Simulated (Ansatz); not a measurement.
A displaced shape of singlet H2S:

```json
{"atom": "S", "x (Å)": "0.0441", "y (Å)": "-0.0234", "z (Å)": "-0.1015"}
{"atom": "H", "x (Å)": "0.0250", "y (Å)": "0.9945", "z (Å)": "0.7955"}
{"atom": "H", "x (Å)": "0.0350", "y (Å)": "-0.9931", "z (Å)": "0.8606"}
```

It was optimised with HF/def2-SVP in Ansatz (development build ahead of 0.2.0) to forces under 0.001 eV/Å, with restricted orbitals. Each step stands on the lowest determinant of that kind that the program's search found.

Problem. What shape does it relax to, and how does the optimisation go?

Solution.

```csv
atom,x (Å),y (Å),z (Å)
S,0.0439,-0.0262,-0.0880
H,0.0252,0.9777,0.7908
H,0.0351,-0.9734,0.8518
```

Bond lengths: S1–H2 1.334 Å, S1–H3 1.334 Å. Angles: H2–S1–H3 94.0°.

| step | E − E(start) (eV) | largest force (eV/Å) |
| --- | --- | --- |
| 1 | 0.0000 | 1.0200 |
| 2 | -0.0191 | 0.3495 |
| 3 | -0.0212 | 0.0228 |
| 4 | -0.0212 | 0.0019 |
| 5 | -0.0212 | 0.0001 |

The optimisation ended after 5 steps with its threshold met.
